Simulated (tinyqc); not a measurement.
Starting guesses with plain Roothaan steps: SCF starting guesses in the sto-3g basis, for BH, spin multiplicity 3. Computed by the program tinyqc with PySCF. UHF with one setting changed at a time; a run stops when the energy changes by less than 1e-09 hartree and the error matrix is below 1e-5. Starts: the lowest orbitals of the core Hamiltonian, of the Wolfsberg-Helmholz matrix (K = 1.75), projected atomic densities, random orbitals, and the highest orbitals of the core Hamiltonian (a deliberately bad start).

Geometry (angstrom):

| atom | x | y | z |
|---|---|---|---|
| B | 0.0000 | 0.0000 | 0.0000 |
| H | 0.0000 | 0.0000 | 1.1760 |

lowest solution found by these runs and by PySCF with stability checks = -24.751176 hartree

Largest element of the error matrix X^T (FDS - SDF) X:

| iteration | core | Wolfsberg-Helmholz | atomic densities | random | highest core orbitals |
|---|---|---|---|---|---|
| 1 | 3.1e-01 | 1.3e-01 | 3.8e-01 | 3.4e+00 | 1.5e-01 |
| 2 | 7.9e-02 | 5.5e-02 | 6.7e-02 | 2.2e-01 | 2.9e-01 |
| 3 | 3.2e-02 | 3.9e-02 | 3.3e-02 | 4.1e-02 | 1.8e-01 |
| 4 | 2.3e-02 | 2.7e-02 | 1.9e-02 | 1.3e-02 | 3.9e-02 |
| 5 | 1.8e-02 | 1.9e-02 | 1.3e-02 | 6.3e-03 | 1.5e-02 |
| 6 | 1.3e-02 | 1.3e-02 | 8.4e-03 | 4.1e-03 | 9.0e-03 |
| 8 | 6.1e-03 | 6.4e-03 | 3.5e-03 | 1.9e-03 | 4.0e-03 |
| 10 | 2.9e-03 | 3.0e-03 | 1.4e-03 | 1.1e-03 | 1.9e-03 |
| 14 | 6.1e-04 | 6.3e-04 | 2.5e-04 | 3.3e-04 | 3.9e-04 |
| 20 | 5.8e-05 | 6.1e-05 | 1.8e-05 | 5.4e-05 | 3.8e-05 |

How each run ends:

| run | iterations | E (hartree) | state |
|---|---|---|---|
| core | 25 | -24.59757 | higher |
| Wolfsberg-Helmholz | 25 | -24.59757 | higher |
| atomic densities | 22 | -24.75118 | lowest found |
| random | 27 | -24.75118 | lowest found |
| highest core orbitals | 24 | -24.59757 | higher |

What does the comparison show, and why?

2 of 5 runs reach the lowest solution found, in 22 to 27 iterations (fastest: atomic densities). Ending on a higher stationary point: core, Wolfsberg-Helmholz, highest core orbitals; a small error matrix cannot reveal that, and an occupation fixed by the start is kept by symmetry or by the shape of the basin. The first errors are 3e-01, 1e-01, 4e-01, 3e+00, 1e-01.
